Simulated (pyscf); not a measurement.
PySCF, gas phase, ωB97X-D3(BJ)/def2-SVP geometries.

SMILES: O([SiH2]C(F)(F)F)[SiH3]
```xyz
12

F     -0.5361    -0.1628     0.8145
C     -1.5587    -1.0170     0.5664
F     -2.4651    -0.8518     1.5477
F     -1.0619    -2.2627     0.6813
Si    -2.2978    -0.6717    -1.1800
O     -1.0402    -0.6967    -2.2406
Si     0.5515    -0.2026    -2.3672
H     -2.9416     0.6653    -1.1109
H     -3.2727    -1.7417    -1.4942
H      0.6730     1.2151    -1.9261
H      0.9487    -0.3248    -3.7937
H      1.4144    -1.0701    -1.5211
```
Charge 0, spin multiplicity 1.

Q: How much does it cost (ΔH, 298 K, ωB97M-D3(BJ)/def2-TZVP) to split F–C(F)(F)–SiH₂–O–SiH₃ at its C–F bond into F• + F–C•(F)–SiH₂–O–SiH₃?

A: C–F to F• + F–C•(F)–SiH₂–O–SiH₃: 5.09 eV. The 7 functionals that were run give +4.94 (B3LYP-D3(BJ)) to +5.17 eV (PBE). F–C(F)(F)–SiH₂–O–SiH₃ lies 1.74 eV over its isomer F–CH(F)–SiH(F)–O–SiH₃, and others may lie lower still (electronic energy, ωB97M-D3(BJ)). Other isomers of F–C•(F)–SiH₂–O–SiH₃ were not searched in full and may lie lower. Left out: the spin-orbit lowering of F.
